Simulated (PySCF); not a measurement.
Potential energy curve for NaCl, singlet.

Method: PySCF 2.14.0 with CCSD(T) on UHF/aug-cc-pVDZ, 6 core orbitals frozen.

**Question.** Relative to R = 2.45 Å, what are the energies at R = 1.88, 2.93, 3.51, 5.77 Å?

**Answer.** 41.9 kcal/mol at 1.88 Å, 10.1 kcal/mol at 2.93 Å, 27.5 kcal/mol at 3.51 Å, 69.3 kcal/mol at 5.77 Å.

The unrestricted determinant behind UCCSD(T) is spin-contaminated at 6.39 to 9.37 Å (<S²> up to 1.0, against 0.00 for a pure singlet).
